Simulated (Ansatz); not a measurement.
# C₃H₃F₃: up Jacob's ladder to CCSD(T)

An exercise on one series of results from a longer session: the logs are not shown, and one member is left open.

The runs use Ansatz 0.2.0, Gaussian basis; functionals in def2-TZVPP, the program's frozen cores in correlated methods.

The runs, in order: LDA (SPW92), PBE-D4, revPBE-D4, BLYP-D4, r2SCAN-D4, B97M-V, PBE0-D4, B3LYP-D4, r2SCANh-D4, r2SCAN0-D4, HSE06-D4, BHLYP-D4, CAM-B3LYP-D4, LC-ωPBE, ωB97X-V, ωB97M-V, B2PLYP, PBE-QIDH; CCSD(T)/def2-SVP; CCSD(T)/def2-TZVPP; MP2/def2-QZVPP; extrapolation to the limit; RPA on PBE.

### The relaxed structure

The geometry comes from an earlier relaxation with PBE0-D4 in a triple-zeta def2 set; it is a stationary point, not always the lowest conformer.

SMILES `CC(F)=C(F)F`, 9 atoms, charge 0, spin multiplicity 1.

Atoms are counted from 1 here; the program's logs count them from 0.

Bond lengths: C1–C2 1.476 Å, C1–H7 1.093 Å, C1–H8 1.093 Å, C1–H9 1.089 Å, C2–F3 1.343 Å, C2–C4 1.323 Å, C4–F5 1.311 Å, C4–F6 1.317 Å. Angles: C2–C1–H7 110.4°, C2–C1–H8 110.4°, C2–C1–H9 110.6°, H7–C1–H8 107.9°, H7–C1–H9 108.7°, H8–C1–H9 108.7°, C1–C2–F3 115.6°, C1–C2–C4 126.9°, F3–C2–C4 117.6°, C2–C4–F5 124.8°, C2–C4–F6 123.6°, F5–C4–F6 111.5°.

The first run:

Contents of in.yaml:

```yaml
crystal:
  periodic: [false, false, false]
  atoms:
    - {symbol: C, position_ang: [-0.168240, -0.928920, 0.696475]}
    - {symbol: C, position_ang: [0.337484, -0.050488, -0.376227]}
    - {symbol: F, position_ang: [1.248177, -0.601405, -1.194849]}
    - {symbol: C, position_ang: [-0.012628, 1.204488, -0.605924]}
    - {symbol: F, position_ang: [0.463754, 1.949977, -1.573734]}
    - {symbol: F, position_ang: [-0.893032, 1.860647, 0.121300]}
    - {symbol: H, position_ang: [0.653693, -1.259902, 1.337170]}
    - {symbol: H, position_ang: [-0.641345, -1.817590, 0.269813]}
    - {symbol: H, position_ang: [-0.899362, -0.403208, 1.308877]}
basis:
  gaussian: {orbitals: def2-TZVPP}
hamiltonian: {xc: lda}
output: {orbitals: {seedname: orbitals}}
```

The run is started by

```bash
ansatz run in.yaml --threads 4 --pin off --events-out ev --progress --plain --max-ram 10444MiB
```

Among the steps run: LDA; PBE-D4 (GGA); revPBE-D4 (GGA); BLYP-D4 (GGA); r2SCAN-D4 (meta-GGA); B97M-V (meta-GGA); B3LYP-D4 (hybrid); r2SCANh-D4 (hybrid); r2SCAN0-D4 (hybrid); HSE06-D4 (hybrid); BHLYP-D4 (hybrid); CAM-B3LYP-D4 (range-separated); LC-ωPBE (range-separated); ωB97X-V (range-separated); ωB97M-V (range-separated); B2PLYP (double hybrid); PBE-QIDH (double hybrid).

One table of the session follows, with a row left open; its other results are not shown here.

It belongs to the step «Orbital energies across the functionals». 

```
  functional  HOMO (eV)  LUMO (eV)  gap (eV)
 LDA (SPW92)      -5.95      -0.41      5.54
      PBE-D4      -5.74      -0.14      5.60
   revPBE-D4      -5.66      -0.04      5.63
     BLYP-D4      -5.67      -0.09      5.58
   r2SCAN-D4          ?          ?         ?
      B97M-V      -6.07       0.21      6.28
     PBE0-D4      -7.12       0.89      8.01
    B3LYP-D4      -6.94       0.57      7.50
  r2SCANh-D4      -6.50       0.49      6.99
  r2SCAN0-D4      -7.28       1.05      8.33
    HSE06-D4      -6.71       0.50      7.22
    BHLYP-D4      -8.42       1.86     10.28
CAM-B3LYP-D4      -8.56       1.99     10.55
     LC-ωPBE      -9.85       3.25     13.10
     ωB97X-V      -9.48       3.21     12.69
     ωB97M-V      -9.38       2.76     12.14
```

Estimate the missing values for r2SCAN-D4.

Worked estimate for «HOMO (eV)». Against the share of exact exchange, r2SCANh-D4 (0.1, -6.50), r2SCAN0-D4 (0.25, -7.28) give a slope of -5.20 per unit share; at 0 the line stands at -5.98.

As computed: HOMO (eV): -5.98; LUMO (eV): 0.12; gap (eV): 6.10. In «HOMO (eV)» the line misses by 0.00.
